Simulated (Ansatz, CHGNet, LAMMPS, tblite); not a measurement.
**Rock-salt KBr, elastic constant C12**

Reference value: 5.7 GPa (measured, temperature not stated, not corrected to a static lattice; as tabulated in Oses et al. (2018), arXiv:1811.08464).

```csv
level (code),value (GPa),cell (Å³/atom),difference (%)
"ionic model joung2008 (rigid ions, set for SPC/E water, LAMMPS)",7.69,35.68,+35
GFN2-xTB (tblite),4.39,41.10,-23
CHGNet 0.3.0,15.9,37.96,+179
LDA (Ansatz),5.27,32.34,-7.5
PBE (Ansatz),5.06,37.68,-11.2
r²SCAN (Ansatz),4.56,36.08,-20
PBE0 (Ansatz),5.06,36.97,-11.2
```

The reference's temperature isn't stated, so close values are not ranked against it. Off by more than 25 %, or 35 % on the side where a correction would as a rule narrow the miss (bounds picked here): CHGNet 0.3.0 (+179 %).

The measured value isn't corrected to a static lattice, so vibrations enter the comparison.  GFN2-xTB: the method was fitted mainly to molecules. GFN2-xTB: the run uses a supercell at the zone centre in place of a k mesh. Each level is taken at its own relaxed cell. Cutoffs differ between the levels. Ansatz's density-functional and Hartree–Fock values are scalar-relativistic unless marked +SOC, with PAW data made under PBE.

Empirical potentials (ionic model joung2008) are fitted to chosen data: where that held the value shown, agreement is built in, and what lay outside the fit can be far off. Machine-learned potentials (CHGNet 0.3.0) are trained on DFT data: a solid inside that data is no test of them.

Differences are worked out from the printed values.

Ansatz is a quantum-chemistry and plane-wave program.
